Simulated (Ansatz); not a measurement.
Geometry optimisation, Ansatz 0.2.0, RKS B3LYP/cc-pVDZ.

Input file:

```yaml
crystal:
  periodic: [false, false, false]
  atoms:
    - { symbol: C, position_ang: [-0.62925, 0.89325, -0.3749] }
    - { symbol: Si, position_ang: [0.75372, -0.20496, 0.23083] }
    - { symbol: O, position_ang: [0.57808, -1.72589, 0.57373] }
    - { symbol: H, position_ang: [-1.57272, 0.34399, -0.46143] }
    - { symbol: H, position_ang: [-0.40903, 1.32439, -1.35401] }
    - { symbol: H, position_ang: [-0.80133, 1.73836, 0.29532] }
    - { symbol: H, position_ang: [1.5424, -1.71361, 0.79741] }
    - { symbol: H, position_ang: [-0.0653, -2.43698, 0.60195] }
total_charge: 1
basis:
  gaussian: { orbitals: cc-pVDZ }
hamiltonian:
  xc: b3lyp
relax:
  f_tol: 0.02
  max_steps: 50
```

Run as:

```bash
$ ansatz run input.yaml --threads 1 --pin off --max-ram 2048MiB --backend cpu --events-out ev --progress --plain --runs-dir out
```

Question: Where does it end, and by what steps?

Answer: The run converged. The force dipped under the threshold on the way, but the program's further checks kept it going. Limits of this set-up: the dipole of an ion depends on the origin. After 18 steps the energy has fallen by 2.441 eV; H6 moved furthest, 0.81 Å. The start is strongly strained (largest force component 10 eV/Å).

```tsv
step	energy less start (eV)	largest force component (eV/Å)	accepted
0	0.0000	10.156	yes
1	-1.1742	5.735	yes
2	-1.9983	1.977	yes
3	-2.3548	0.808	yes
4	-2.3825	0.498	yes
5	-2.4089	0.469	yes
6	-2.4082	0.621	no
7	-2.4312	0.078	yes
8	-2.4331	0.037	yes
9	-2.4353	0.044	yes
10	-2.4359	0.101	yes
11	-2.4323	0.374	no
12	-2.4377	0.066	yes
13	-2.4386	0.193	yes
14	-2.4401	0.059	yes
15	-2.4407	0.010	yes
16	-2.4409	0.067	yes
17	-2.4413	0.024	yes
18	-2.4414	0.003	yes
```

```xyz
8
Properties=species:S:1:pos:R:3
C -0.573 0.763 -0.451
Si 1.174 0.098 -0.369
O 0.623 -1.485 0.652
H -1.269 0.055 -0.943
H -0.579 1.702 -1.032
H -0.971 0.991 0.558
H 1.263 -2.165 0.942
H -0.273 -1.741 0.952
```

Whether the end is a true minimum wasn't checked by a vibrational analysis.

Time of the run: 27 s on 1 thread of Intel(R) Xeon(R) 6975P-C (Granite Rapids), on a shared host, peak memory 0.15 GiB.
